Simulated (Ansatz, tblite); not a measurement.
# InH3: removing and adding an electron

One table from this session's results is given with a row withheld; the runs are named, their logs left out.

The runs use Ansatz 0.2.0, Gaussian basis; as each input shows.

Levels to be run: charge +1 doublet, at the geometry of the singlet (PBE0-D4/def2-TZVP, PBE-D4/def2-TZVP, r2SCAN-D4/def2-TZVP, CCSD(T)/def2-TZVPP); charge -1 doublet, at the geometry of the singlet (PBE0-D4/def2-TZVPD, PBE-D4/def2-TZVPD, r2SCAN-D4/def2-TZVPD, CCSD(T)/def2-TZVPD); the starting singlet's energies come from earlier runs.

5 further runs of the same task are left out: 5 set aside as unsound or not needed.

### The geometry

The singlet was relaxed beforehand with PBE0-D4/def2-TZVP.

4 atoms, charge 0, spin multiplicity 1.

Atoms are counted from 1 here; the program's logs count them from 0.

Bond lengths: In1–H2 1.724 Å, In1–H3 1.724 Å, In1–H4 1.724 Å. Angles: H2–In1–H3 120.0°, H2–In1–H4 120.0°, H3–In1–H4 120.0°.

In takes a core potential in the def2 sets. No spin-orbit coupling is included.

The first run:

in.yaml reads:

```yaml
crystal:
  periodic: [false, false, false]
  atoms:
    - {symbol: In, position_ang: [0.000058, -0.000020, -0.000172]}
    - {symbol: H, position_ang: [1.724197, -0.028649, 0.013431]}
    - {symbol: H, position_ang: [-0.837216, 1.507403, -0.017973]}
    - {symbol: H, position_ang: [-0.887039, -1.478744, 0.004714]}
basis:
  gaussian: {orbitals: def2-TZVP}
total_charge: 1
magnetization: {spin_polarized: true, initial_magnetization: 1}
hamiltonian: {xc: pbe0, dispersion: d4}
output: {orbitals: {seedname: orbitals}}
```

Command:

```bash
$ ansatz run in.yaml --threads 4 --pin off --events-out ev --progress --plain --max-ram 3916MiB
```

Among the steps run: Charge +1 doublet at the fixed geometry, PBE0-D4/def2-TZVP; Charge +1 doublet at the fixed geometry, PBE-D4/def2-TZVP; Charge +1 doublet at the fixed geometry, r2SCAN-D4/def2-TZVP; Charge +1 doublet at the fixed geometry, CCSD(T)/def2-TZVPP.

One of the session's tables, all rows but one given; the rest of the session is left out.

```
             method  vertical ionisation energy (eV)
      HF/def2-TZVPP                             9.94
   PBE-D4/def2-TZVP                                ?
r2SCAN-D4/def2-TZVP                            10.44
  PBE0-D4/def2-TZVP                            10.53
     MP2/def2-TZVPP                            10.70
    CCSD/def2-TZVPP                            10.68
 CCSD(T)/def2-TZVPP                            10.67
```

Estimate the missing values for PBE-D4/def2-TZVP.

As computed: vertical ionisation energy (eV): 10.36. In the column «vertical ionisation energy (eV)» it lies between HF/def2-TZVPP (9.94) and r2SCAN-D4/def2-TZVP (10.44).

Caveats from the session: CCSD(T)/def2-TZVPP isn't at the basis-set limit; small misses against it rank nothing.
